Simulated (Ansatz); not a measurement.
# Which is lower?

Two relaxed structures of BH3SO, singlet (PBE0-D4/def2-TZVP; forces vanish, vibrations not checked).

A:

O1  (-1.309, 0.330, -0.486)
B2  (-0.201, 0.389, -0.945)
S3  (1.197, -0.912, 1.760)
H4  (-0.137, -1.026, 1.659)
H5  (0.856, 0.470, -1.445)
H6  (1.101, 0.294, 2.339)
(Å)

B:

```
6
angstrom
O -1.3518 0.0287 -1.0914
B 1.1863 0.0508 1.0405
S 0.2767 -0.0737 -0.3676
H -1.9011 -0.6378 -0.6604
H 0.6487 0.9002 -1.1992
H 1.0835 -0.2545 2.1803
```

Computed with Ansatz 0.2.0 (basis: def2-TZVPP); correlated methods freeze the cores. B3LYP uses VWN-RPA correlation.

Question: Which structure is lower at CCSD(T), and by how much? (An estimate is asked for; the value comes from the calculation.)

Answer: Computed: A, by 430.2 kJ/mol (electronic energy, against the other). By their contacts, A is a complex of BHO ([BH][O]) + H₂S and B is BH₃SO ([BH][SH][OH]).

All methods give the same order:

```csv
method,E(B) − E(A) (kJ/mol)
PBE-D4,370.6
r2SCAN-D4,389.7
PBE0-D4,399.2
B3LYP-D4,419.0
wB97M-V,438.0
HF,516.7
MP2,435.5
CCSD,448.9
CCSD(T),430.2
```

The T1 diagnostic stays at or below 0.024. The restricted Hartree–Fock reference is unstable towards an unrestricted one at one or more of these structures.

Labels in which every atom is bracketed show which atoms are joined, not bond orders.

For scale, one of the runs: CCSD(T)/def2-TZVPP, 146 basis functions, launched by `ansatz run in.yaml --threads 2 --pin off --events-out ev --progress --plain --max-ram 4352MiB`. Hardware: 2 CPU threads of an Arm Neoverse V1, shared host. Wall time 14 s; peak host memory 0.87 GiB.
